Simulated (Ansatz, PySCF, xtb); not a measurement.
Homolysis of single bonds, series SiH2(OH)-X. Isolated molecules, 0 K electronic values unless said otherwise. One relaxed conformer stands for each flexible species; it need not be the lowest. Strings in code marks are SMILES.

Quantity: homolytic bond dissociation enthalpy at 298 K (no spin–orbit term), in eV. Enthalpy corrections at 298 K come from GFN2-xTB frequencies (xtb).

Level 1: PBE0-D4/def2-TZVP (PySCF)
Level 2: frozen-core MP2/def2-TZVPP // PBE0-D4/def2-TZVP (Ansatz, a first-principles code)
Level 3: PBE/6-31G* // PBE0-D4/def2-TZVP (PySCF)
Level 4: HF/STO-3G // PBE0-D4/def2-TZVP (PySCF)

```tsv
species	level 1	level 2	level 3	level 4
C–O bond of `O=C(O)[SiH2]O`, giving `O=[C][SiH2]O` (O–C–Si–O torsion 145°, C–Si–O–H torsion 45°) and `[OH]`	4.50	4.75	[?]	[?]
C–Si bond of `C[SiH2]O` (C–Si–O–H torsion 70°), giving `O[SiH2]` and `[CH3]`	3.91	4.08	3.94	4.21
Si–Si bond of `O[SiH2][SiH3]` (H–O–Si–Si torsion 59°), giving `O[SiH2]` and `[SiH3]`	[?]	[?]	3.28	4.01
O–Si bond of `O[SiH3]`, giving `[OH]` and `[SiH3]`	5.14	5.58	5.06	3.35
C–Si bond of `CC[SiH2]O` (C–C–Si–O torsion -58°, C–Si–O–H torsion -73°), giving `O[SiH2]` and `[CH2]C`	[?]	3.93	3.67	3.98
```

Problem. Complete the blanks.

Solution. 
- C–O bond of `O=C(O)[SiH2]O`, giving `O=[C][SiH2]O` (O–C–Si–O torsion 145°, C–Si–O–H torsion 45°) and `[OH]`, level 3: 4.83
- C–O bond of `O=C(O)[SiH2]O`, giving `O=[C][SiH2]O` (O–C–Si–O torsion 145°, C–Si–O–H torsion 45°) and `[OH]`, level 4: 2.88
- Si–Si bond of `O[SiH2][SiH3]` (H–O–Si–Si torsion 59°), giving `O[SiH2]` and `[SiH3]`, level 1: 3.28
- Si–Si bond of `O[SiH2][SiH3]` (H–O–Si–Si torsion 59°), giving `O[SiH2]` and `[SiH3]`, level 2: 3.28
- C–Si bond of `CC[SiH2]O` (C–C–Si–O torsion -58°, C–Si–O–H torsion -73°), giving `O[SiH2]` and `[CH2]C`, level 1: 3.68
